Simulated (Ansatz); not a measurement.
Wavefunction ladder for phosphine, H3P

Bond lengths: P1–H2 1.420 Å, P1–H3 1.420 Å, P1–H4 1.420 Å. Angles: H2–P1–H3 93.1°, H2–P1–H4 93.1°, H3–P1–H4 93.1°.

Charge 0, multiplicity 1. All single points use the PBE0-D4/def2-TZVP geometry. Frozen core, restricted reference, Ansatz 0.2.0. CBS rows extrapolate triple and quadruple zeta.

```json
{"basis": "def2-SVP", "HF (Eh)": "-342.36350", "MP2 corr.": "-0.13303"}
{"basis": "def2-TZVPP", "HF (Eh)": "-342.48370", "MP2 corr.": "-0.17050"}
{"basis": "def2-QZVPP", "HF (Eh)": "-342.49389", "MP2 corr.": "-0.18289"}
{"basis": "cc-pV(D+d)Z", "HF (Eh)": "-342.47580", "MP2 corr.": "-0.13503"}
{"basis": "cc-pV(T+d)Z", "HF (Eh)": "-342.48983", "MP2 corr.": "-0.17014"}
{"basis": "cc-pV(Q+d)Z", "HF (Eh)": "-342.49353", "MP2 corr.": "-0.18230"}
```

(1) Estimate the CCSD correlation energy and the (T) correction in each basis where they were run (hartree).

Answers

(1) 
```json
{"basis": "def2-SVP", "CCSD corr.": "-0.16140", "(T)": "-0.00358"}
{"basis": "def2-TZVPP", "CCSD corr.": "-0.19897", "(T)": "-0.00673"}
{"basis": "def2-QZVPP", "CCSD corr.": "-0.20884", "(T)": "-0.00769"}
{"basis": "CBS(def2)", "CCSD corr.": "-0.21616", "(T)": "-0.00840"}
{"basis": "cc-pV(D+d)Z", "CCSD corr.": "-0.16447", "(T)": "-0.00376"}
{"basis": "cc-pV(T+d)Z", "CCSD corr.": "-0.19863", "(T)": "-0.00672"}
{"basis": "cc-pV(Q+d)Z", "CCSD corr.": "-0.20840", "(T)": "-0.00765"}
{"basis": "CBS(cc)", "CCSD corr.": "-0.21535", "(T)": "-0.00831"}
```
